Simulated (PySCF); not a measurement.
One of the candidates below gave these computed data.

All candidates are C6H10.

| technique | computed result |
| --- | --- |
| Rotational structure | rotational constants A, B, C: 11.017, 2.115, 1.990 GHz [PBE0-D3(BJ)/def2-SVP] |
| Polarisability | 68.4 au [PBE0/def2-SVPD] |
| UV, first state | lowest singlet excitation: 6.88 eV (180 nm, f = 0.008) [TDDFT PBE0/def2-SVPD] |
| UV, strongest line | among the 6 lowest singlet transitions: S3 at 7.21 eV (172 nm, f = 0.054) [TDDFT PBE0/def2-SVPD] |
| Dipole | 0.69 D [PBE0/def2-SVPD] |

Gas-phase values; electronic properties from PySCF, density fitting. Levels stand in brackets. Geometry: PBE0-D3(BJ)/def2-SVP, one conformer, isolated molecule.

Problem. Which candidate is it?
A. `C/C=C\C=C/C`
B. `C=C[C@@H]1C[C@H]1C`
C. `CC[C@@H]1[C@H]2C[C@@H]12`

Solution. C. It is `CC[C@@H]1[C@H]2C[C@@H]12`. Numbering: `[CH3:1][CH2:2][C@@H:3]1[C@H:4]2[CH2:5][C@@H:6]12`. Its formula, C6H10, gives 2 degrees of unsaturation: 2 rings and 0 π bonds in the structure found. The optimised geometry has point group C1 and is an asymmetric top.

The others, at the same levels:
- `C=C[C@@H]1C[C@H]1C` fails: its computed lowest singlet excitation is 6.61 eV (188 nm, f = 0.203) (against 6.88 eV), static isotropic polarisability is 71.9 au (against 68.4 au) and rotational constant A is 7.176 GHz (against 11.017 GHz).
- `C/C=C\C=C/C` fails: its computed lowest singlet excitation is 5.49 eV (226 nm, f = 0.790) (against 6.88 eV), static isotropic polarisability is 83.4 au (against 68.4 au) and rotational constant A is 11.692 GHz (against 11.017 GHz).

Each candidate is one conformer, not necessarily the lowest. The conformers computed, where there is a choice (atom-mapped SMILES and torsion angles):
- `[CH3:1][CH2:2][C@@H:3]1[C@H:4]2[CH2:5][C@@H:6]12`: C1–C2–C3–C4 154°
- `[CH2:1]=[CH:2][C@@H:3]1[CH2:4][C@H:5]1[CH3:6]`: C1–C2–C3–C4 85°
- `[CH3:1]/[CH:2]=[CH:3]\[CH:4]=[CH:5]/[CH3:6]`: C2–C3–C4–C5 180°
